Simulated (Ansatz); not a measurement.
Take InP in the zinc blende structure (space group F-43m, No. 216; a = 5.907 Å) as the base.

Levels (all Ansatz, an electronic-structure program, PAW): r2SCAN (500 eV, scalar-relativistic without spin-orbit coupling); HSE06 (420 eV, scalar-relativistic without spin-orbit coupling).

Levels that relaxed their own cell: r2SCAN.

| level | band gap | lattice parameter a | electron mass at Γ |
|---|---|---|---|
| r2SCAN | 1.03 eV | 5.907 Å | 0.074 mₑ |
| HSE06 | 1.36 eV | – | – |

Measured: band gap 1.47 eV (static lattice; corrected from measurement; as listed in Wei Chen et al., Physical Review Materials (2018)); lattice parameter a 5.858 Å (static lattice; corrected from measurement; as listed in Daniel Mejia-Rodriguez, S. B. Trickey, Phys. Rev. B (2018)); electron mass at Γ 0.079 mₑ (temperature not stated; as listed in Magdalena Laurien, Oleg Rubel, Phys. Rev. B (2022)).

Computed minus measured — band gap: r2SCAN -0.44 eV, HSE06 -0.11 eV (closest: HSE06); lattice parameter a: r2SCAN +0.8 %; electron mass at Γ: r2SCAN -7 %. Measured values not marked as corrected hold thermal and zero-point effects that the static-lattice runs lack. A measured gap can be an optical one, lowered by exciton binding. Levels without spin-orbit coupling miss its lowering of the gap, often about a third of the valence-band splitting.

Single points use the geometry relaxed with r2SCAN. Masses are band curvatures over ±0.01 Å⁻¹ around the edge. No phonon test of stability was made.
